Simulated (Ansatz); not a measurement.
Basis-set extrapolation for propene (`C=CC`) (PBE0-D4/def2-TZVP geometry, frozen core, the Gaussian-basis code of Ansatz). Multiplicity 1, RHF reference.

```
                      def2-TZVPP   def2-QZVPP
                 HF  -117.119851  -117.125457
    MP2 correlation    -0.507760    -0.539652
CCSD(T) correlation    -0.564359      not run
```

Energies in hartree. Use E(X) = E(∞) + A·exp(−7.88·√X) for Hartree–Fock and E(X) = E(∞) + B·X^(−2.97) for correlation, with X = 3 and 4, and add CCSD(T) minus MP2 of the smaller set to the MP2 limit.

**Question.** What is the CCSD(T) energy at the basis-set limit?

**Answer.** HF limit: -117.125457 + (-0.005606) × 0.13774 = -117.12623. MP2 limit: -0.539652 + (-0.031892) × 0.74074 = -0.56328. Higher-order term: -0.564359 − (-0.507760) = -0.05660. Total: -117.74611 hartree, 162.5 kJ/mol below CCSD(T)/def2-TZVPP.
